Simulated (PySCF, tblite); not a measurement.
# Rock-salt LiCl, equilibrium lattice constant a

Reference value: 5.07 Å (measured, static lattice: zero-point anharmonic expansion removed, sources range from 5.056 to 5.072; as tabulated in Mejia-Rodriguez and Trickey (2018), arXiv:1807.09216).

### Question
Put these levels in order of the equilibrium lattice constant a that they give for rock-salt LiCl, smallest first: GFN1-xTB (tblite), MP2 (PySCF), PBE (PySCF).

### Answer
GFN1-xTB (4.903 Å), MP2 (5.012 Å), PBE (5.157 Å)

Errors against the reference: GFN1-xTB -3.29 %, PBE +1.72 %, MP2 -1.14 %.

A ± on a computed value is a rough bar: the spread of its extrapolation, a floor set from checks against published values, or a statistical error. GFN1-xTB: the method was fitted mainly to molecules. GFN1-xTB: the run uses a supercell at the zone centre in place of a k mesh.

Differences are worked out from the printed values.
